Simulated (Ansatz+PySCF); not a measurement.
Two shapes of singlet N2O.

Shape 1:

```xyz
3

N     0.0000    0.0000   -1.1943
N     0.0000    0.0000   -0.0683
O     0.0000    0.0000    1.1047
```

Shape 2:

```xyz
3

N     0.0436   -0.0227   -1.2037
N    -0.0394    0.0049   -0.0379
O    -0.0400    0.0017    1.0748
```

Basis set: def2-SVP (spherical functions). Left uncorrelated: 3 orbitals. Charge 0, multiplicity 1.

Computed with Ansatz (development build ahead of 0.2.0); each method stands on the lowest determinant of its kind that the runs found.

Question: Which shape is lower in energy, and by how much in each method?

Answer:

```csv
method,E(2) − E(1) (eV)
RHF,0.432
RHF-MP2,0.193
RHF-CCSD(T),0.307
PBE (restricted),0.286
r²SCAN (restricted),0.289
```

Shape 1 is lower.
